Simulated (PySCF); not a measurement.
cyclopropene, C3H4, SMILES C1=CC1, point group C2v.

Force field and properties: PBE0/pcSseg-1 (PySCF, grid level 2). Vibrational terms come from second-order perturbation theory with semi-diagonal cubic constants, by steps of ±0.6 along the normal coordinates of each isotopologue. The parent has the commonest isotopes.

Equilibrium geometry (Å):

| atom | x | y | z |
| --- | --- | --- | --- |
| C1 | 0.8076 | -0.3441 | -0.0767 |
| C2 | 0.2903 | 0.8324 | 0.0278 |
| C3 | -0.6897 | -0.3023 | -0.0041 |
| H4 | 1.6774 | -0.9797 | -0.1607 |
| H5 | 0.4091 | 1.9043 | 0.0954 |
| H6 | -1.1982 | -0.6078 | 0.9170 |
| H7 | -1.2832 | -0.4832 | -0.9070 |

An isotope shift is δ(isotopologue) − δ(parent), that is, the negative of the change in the averaged GIAO shielding; n counts bonds from the nearest label (0: the labelled atom itself). These are computed values; those of heavy atoms are rounded to 5 ppb, about the numerical noise. One-bond deuterium shifts of ¹³C at such levels come out too large, by a quarter to a half.

What isotope shifts arise with ²H at 6?


```tsv
nucleus	n	0 K (ppb)	250 K (ppb)
H6	0	-146	-142
C3	1	-390	-385
C1	2	-155	-155
C2	2	-155	-150
H7	2	-18	-18
H4	3	-8	-8
H5	3	-8	-8
```

What isotope shifts arise with ¹³C at 3, ²H at 4?


| nucleus | n | 0 K (ppb) | 250 K (ppb) |
| --- | --- | --- | --- |
| C3 | 0 | -240 | -220 |
| H4 | 0 | -76 | -73 |
| C1 | 1 | -405 | -395 |
| C2 | 1 | -405 | -350 |
| H6 | 1 | -10 | -10 |
| H7 | 1 | -10 | -10 |
| H5 | 2 | -15 | -13 |
